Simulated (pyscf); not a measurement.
Structures and frequencies: ωB97X-D3(BJ)/def2-SVP in PySCF. MP2 and CC: frozen core, UHF for open shells. ΔMP2 is the change of the MP2 total energy from the triple- to the quadruple-zeta basis.

SMILES: O=[Si](O)F
```xyz
5

O      1.3647     0.8193    -1.2448
Si     0.7249    -0.0886    -0.2156
O      1.3850    -0.7001     1.1375
F     -0.7818    -0.6472    -0.2546
H      0.8385    -1.2668     1.6948
```
Charge 0, spin multiplicity 1.

### Question
List the bond dissociation enthalpies at 298 K of O=Si(OH)–F from CCSD(T)/def2-TZVPP + ΔMP2(QZVPP), from the weakest bond up.

### Answer
H–O to •O–Si(=O)–F + H•: 5.30 eV; O–Si to [O=Si–F]• + OH•: 5.37 eV; F–Si to [O=Si–OH]• + F•: 6.33 eV. Ring and multiple bonds, and those that leave no two simple radicals, are not listed. The radicals are drawn with the spin at the cut bond; how far it spreads was not checked. Other isomers of [O=Si–OH]•, •O–Si(=O)–F were not searched in full and may lie lower. The CCSD(T) − MP2 part came from Ansatz, without density fitting, on the same reference. Left out: the spin-orbit lowering of F, OH.
